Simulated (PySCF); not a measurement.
C3H7FO2.
Structure used (PBE0-D3(BJ)/def2-SVP), in Å, numbered top down from 1:
```xyz
13
C3H7FO2 angstrom
C     -1.7223   -0.4924   -0.5969
O     -0.9881   -0.4386    0.5978
C      0.3284   -0.8310    0.4729
O      1.1046    0.0837   -0.2635
C      1.3727    1.2513    0.4059
F      2.3315    1.0559    1.3637
H     -1.3039    0.1767   -1.3682
H     -2.7493   -0.1770   -0.3693
H     -1.7493   -1.5203   -1.0057
H      0.4224   -1.7900   -0.0676
H      0.7262   -0.9340    1.4947
H      0.4720    1.6435    0.9120
H      1.7551    1.9721   -0.3330
```

Theory: core-valence-separated Tamm–Dancoff BHandHLYP/aug-pcX-1 (pcseg-1 on H) in PySCF, non-relativistic, gas phase, PBE0-D3(BJ)/def2-SVP geometry. Absolute energies from this functional tend to lie a few eV below measured edges; no shift was applied.

(1) List the carbon K-edge absorption lines.

(2) Give energies, oscillator strengths and core holes at the O K edge.

(3) List the fluorine K-edge absorption lines.

Answers

(1) 
| E (eV) | f | core hole on | main final orbital |
| --- | --- | --- | --- |
| 286.73 | 0.0287 | C1 | LUMO (53 %) |
| 287.21 | 0.0105 | C1 | LUMO (34 %) |
| 287.47 | 0.0353 | C1 | spread |
| 287.71 | 0.0344 | C1 | spread |
| 288.31 | 0.0354 | C3 | spread |
| 288.51 | 0.0578 | C5 | LUMO+2 (34 %) |
| 288.83 | 0.0122 | C1 | LUMO+1/LUMO+2 (2 roots, f summed) |
| 288.91 | 0.0380 | C3 | spread |
| 289.07 | 0.0488 | C3 | spread |
| 289.17 | 0.0058 | C1 | spread |
| 289.17 | 0.0306 | C5 | spread |
| 289.39 | 0.0040 | C1 | LUMO+8 (33 %) |
| 289.42 | 0.0013 | C1 | spread |
| 289.51 | 0.0075 | C3 | LUMO+1 (33 %) |

The first line with a tenth or more of the strongest one's intensity is at 286.73 eV (f = 0.029), with the hole on C1 (methoxy carbon). The strongest listed is at 288.51 eV (f = 0.058; C5).

(2) 
| E (eV) | f | core hole on | main final orbital |
| --- | --- | --- | --- |
| 534.01 | 0.0138 | O2 | spread |
| 534.27 | 0.0064 | O2 | LUMO (75 %) |
| 534.58 | 0.0002 | O4 | LUMO (31 %) |
| 534.78 | 0.0144 | O4 | spread |
| 534.82 | 0.0052 | O2 | LUMO+1 (78 %) |
| 534.94 | 0.0057 | O4 | LUMO+1 (38 %) |
| 535.07 | 0.0102 | O4 | LUMO+2 (34 %) |
| 535.14 | 0.0055 | O2 | LUMO+3 (54 %) |
| 535.30 | 0.0056 | O2 | LUMO+2 (42 %) |
| 535.45 | 0.0141 | O2 | LUMO+4 (37 %) |
| 535.46 | 0.0047 | O4 | LUMO+3 (50 %) |

The first line with a tenth or more of the strongest one's intensity is at 534.01 eV (f = 0.014), with the hole on O2 (ether oxygen). The strongest listed is at 534.78 eV (f = 0.014; O4).

(3) 
| E (eV) | f | core hole on | main final orbital |
| --- | --- | --- | --- |
| 685.93 | 0.0204 | F6 | LUMO+4 (31 %) |
| 686.73 | 0.0111 | F6 | LUMO+2 (61 %) |
| 687.35 | 0.0053 | F6 | LUMO+1 (32 %) |
| 687.52 | 0.0031 | F6 | LUMO+3 (42 %) |
| 687.82 | 0.0054 | F6 | LUMO (58 %) |
| 688.09 | 0.0026 | F6 | spread |
| 688.35 | 0.0018 | F6 | LUMO+4 (36 %) |

The first line with a tenth or more of the strongest one's intensity is at 685.93 eV (f = 0.020), with the hole on F6 (alkyl fluorine). It is also the strongest listed.

Roots within 0.03 eV whose holes lie on the same, on equivalent or on shared atoms are summed into one line, and the highest roots are left out, as the search may have cut off their partners. Final orbitals are the ground state's empty Kohn–Sham orbitals.

Problem. What is the summed oscillator strength of the listed C K lines, and their intensity-weighted mean energy?

Solution. Σf = 0.350 over 14 lines from 286.73 to 289.51 eV; the weighted mean is 288.36 eV. The strongest line holds 16 % of the sum.

The list ends where the root search ended, not at a threshold.

The run took about 60 s of CPU time (one thread, shared machine).

One conformer stands for the species.
